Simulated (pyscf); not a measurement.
Thermochemistry of product channels of HI (SMILES I) + SiH₃• (SMILES [SiH3]) on the doublet surface, in kJ/mol, from ωB97M-D3(BJ)/def2-TZVP energies (ideal gas, 1 atm, RRHO with modes under 100 cm⁻¹ raised to 100, one conformer, R ln 2 for rigid chiral ones). PySCF, gas phase, ωB97X-D3(BJ)/def2-SVP geometries.

| products | ΔE | ΔH(298 K) | ΔG(298 K) | ΔG(1200 K) |
|---|---|---|---|---|
| H₃Si–I (SMILES [SiH3]I) + H• (SMILES [H]) | … | -13.9 | -2.4 | +24.9 |
| I• (SMILES [I]) + SiH₄ (SMILES [SiH4]) | -83.7 | -74.0 | -60.9 | … |
| •H₂Si–I (SMILES [SiH2]I) + H₂ (SMILES [H][H]) | -66.4 | -67.2 | -63.8 | … |

Task: What belongs in the gaps?

Result: 
- H₃Si–I (SMILES [SiH3]I) + H• (SMILES [H]), ΔE: -9.9
- I• (SMILES [I]) + SiH₄ (SMILES [SiH4]), ΔG(1200 K): -21.1
- •H₂Si–I (SMILES [SiH2]I) + H₂ (SMILES [H][H]), ΔG(1200 K): -60.0

These are energies of the channels, which say nothing of barriers. Left out: orbital degeneracy and the spin-orbit lowering of I, which is large for Br, Se, Te and I. Elements past Kr carry the def2 core potentials, without spin-orbit coupling.
